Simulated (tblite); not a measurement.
Compound: C4H8OS (charge +1 and doublet state).
SMILES with atom numbers: `[CH3:1][S+:2][C@@H:3]1[CH2:4][CH2:5][O:6]1` (hydrogens: H7, H8, H9 on C1; H10 on C3; H11, H12 on C4; H13, H14 on C5)

Computed geometry: GFN2-xTB, gas phase. This method treats the open shell by occupation alone, without spin polarisation.

(1) What internal coordinates does the optimisation give?

Answers

(1) 
| bond | length (Å) |
| --- | --- |
| C1–S2 | 1.780 |
| S2–C3 | 1.842 |
| C3–C4 | 1.531 |
| C4–C5 | 1.534 |
| C5–O6 | 1.436 |
| C3–O6 | 1.386 |
| C1–H7, C1–H8, C1–H9 | 1.090 |
| C3–H10 | 1.102 |
| C4–H11 | 1.086 |
| C4–H12 | 1.086 |
| C5–H13 | 1.091 |
| C5–H14 | 1.093 |

Bonds in one row agree within 0.01 Å and their mean is given. A selection of angles:
| angle | degrees |
| --- | --- |
| S2–C1–H7 | 107.8 |
| S2–C1–H8 | 109.8 |
| H7–C1–H8 | 112.3 |
| H7–C1–H9 | 108.6 |
| C1–S2–C3 | 100.5 |
| S2–C3–C4 | 119.8 |
| S2–C3–O6 | 114.5 |
| S2–C3–H10 | 102.3 |
| C4–C3–O6 | 93.0 |
| C4–C3–H10 | 114.7 |
| O6–C3–H10 | 113.0 |
| C3–C4–C5 | 83.4 |
| C3–C4–H11 | 115.8 |
| C3–C4–H12 | 115.1 |
| C5–C4–H11 | 115.9 |
| C5–C4–H12 | 115.4 |
| H11–C4–H12 | 109.5 |
| C4–C5–O6 | 90.9 |
| C4–C5–H13 | 116.5 |
| C4–C5–H14 | 116.1 |
| O6–C5–H13 | 111.1 |
| O6–C5–H14 | 111.3 |
| H13–C5–H14 | 109.5 |
| C3–O6–C5 | 92.5 |

Dihedral angles: C1–S2–C3–C4 126° (anticlinal); S2–C3–C4–C5 -124° (anticlinal); C3–C4–C5–O6 3° (synperiplanar); C4–C5–O6–C3 -3° (synperiplanar); S2–C3–O6–C5 128° (anticlinal).

The 2 C–O bonds span 1.386 Å (C3–O6, drawn single) to 1.436 Å (C5–O6, drawn single), a spread of 0.050 Å. O6 (oxygen bonded to 2 C) is bent (angle 92.5°). Of the pairs four or more bonds apart, O6···H8 is among the closest relative to their van der Waals radii: 2.23 Å, 82 % of the sum of Bondi's values. The C–S distances run from 1.780 Å (C1–S2, drawn single) to 1.842 Å (S2–C3, drawn single), a spread of 0.062 Å. The 4-membered ring C3–C4–C5–O6 has internal angles of 83.4° to 93.0°; it is almost planar, 0.02 Å rms from its mean plane, widest ring torsion 3°. S2 (sulfur bonded to 2 C) is bent (angle 100.5°).

Point group: C1 (no symmetry element, even within 0.4 Å). Its GFN2-xTB frequencies are all real (lowest 64 cm⁻¹).

One conformer stands for the species.
